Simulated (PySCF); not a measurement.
Compound: C₃H₈N (charge +1).
SMILES with atom numbers: `[CH2:1]1[CH2:2][NH2+:3][CH2:4]1` (hydrogens: H5, H6 on C1; H7, H8 on C2; H9, H10 on N3; H11, H12 on C4)

The same species was optimised twice, with GFN2-xTB and with PBE0-D3(BJ)/def2-SVP (PySCF), and the same property calculations (PySCF, gas phase) were run on both structures.

```tsv
coordinate	GFN2-xTB	PBE0-D3(BJ)/def2-SVP	change
C2–N3 (Å)	1.497	1.519	+0.022
N3–C4 (Å)	1.497	1.519	+0.022
C1–H6 (Å)	1.085	1.097	+0.012
C1–H5 (Å)	1.086	1.098	+0.012
C2–H8 (Å)	1.088	1.097	+0.009
C4–H12 (Å)	1.088	1.097	+0.009
C4–H11 (Å)	1.089	1.097	+0.008
C2–H7 (Å)	1.089	1.097	+0.008
N3–H9 (Å)	1.024	1.027	+0.003
N3–H10 (Å)	1.024	1.026	+0.002
C1–C2 (Å)	1.533	1.535	+0.002
C1–C4 (Å)	1.533	1.534	+0.001
N3–C2–H7 (°)	111.5	109.6	-1.9
N3–C4–H11 (°)	111.5	109.7	-1.8
N3–C4–H12 (°)	113.6	111.8	-1.8
N3–C2–H8 (°)	113.6	111.8	-1.8
C1–C2–H8 (°)	116.8	118.4	+1.6
C1–C4–H12 (°)	116.7	118.3	+1.6
C1–C4–H11 (°)	114.0	115.5	+1.5
C1–C2–H7 (°)	114.1	115.5	+1.4
```

Rotational constants: A = 11282, B = 10561, C = 6323 MHz (GFN2-xTB) against A = 11098, B = 10418, C = 6224 MHz (PBE0-D3(BJ)/def2-SVP). Point groups within 0.08 Å: Cs and Cs. Atoms that the bonding makes alike are paired by their places after alignment.

On the GFN2-xTB structure: lowest singlet, TDDFT (eV) 8.83 [PBE0/def2-SVPD]; lowest triplet, Tamm–Dancoff (eV) 8.63 [PBE0/def2-SVPD]; isotropic polarisability (au) 37.1 [PBE0/def2-SVPD]; HOMO (eV) -14.91 [PBE0/def2-SVPD]; LUMO (eV) -4.78 [PBE0/def2-SVPD]; HOMO (eV) -14.96 [PBE0/pcSseg-1]; LUMO (eV) -4.67 [PBE0/pcSseg-1]; GIAO shielding of C1 (ppm) 166.7 [PBE0/pcSseg-1]; GIAO shielding of C2/C4 (mean) (ppm) 134.5 [PBE0/pcSseg-1]; GIAO shielding of N3 (ppm) 213.3 [PBE0/pcSseg-1].

Question: What do these properties become on the PBE0-D3(BJ)/def2-SVP structure?

Answer: 
```csv
property,level,on GFN2-xTB,on PBE0-D3(BJ)/def2-SVP,change
"lowest singlet, TDDFT (eV)",PBE0/def2-SVPD,8.83,8.77,-0.06
"lowest triplet, Tamm–Dancoff (eV)",PBE0/def2-SVPD,8.63,8.55,-0.08
isotropic polarisability (au),PBE0/def2-SVPD,37.1,37.7,+0.6
HOMO (eV),PBE0/def2-SVPD,-14.91,-14.89,+0.02
LUMO (eV),PBE0/def2-SVPD,-4.78,-4.81,-0.03
"energy, GFN2-xTB geometry as zero (kcal/mol)",PBE0/def2-SVPD,0.0,-0.8,-0.8
HOMO (eV),PBE0/pcSseg-1,-14.96,-14.94,+0.02
LUMO (eV),PBE0/pcSseg-1,-4.67,-4.71,-0.04
"energy, GFN2-xTB geometry as zero (kcal/mol)",PBE0/pcSseg-1,0.0,-0.7,-0.7
GIAO shielding of C1 (ppm),PBE0/pcSseg-1,166.7,164.3,-2.4
GIAO shielding of C2/C4 (mean) (ppm),PBE0/pcSseg-1,134.5,130.2,-4.3
GIAO shielding of N3 (ppm),PBE0/pcSseg-1,213.3,210.3,-3.0
```

The heavy atoms differ by 0.012 Å rms after alignment. Among all bonds C2–N3 and N3–C4 change most and about equally (+0.022 Å). Changes are differences of the printed values. Neither structure is proved a minimum here. Isolated species at its PBE0-D3(BJ)/def2-SVP geometry, gas phase.
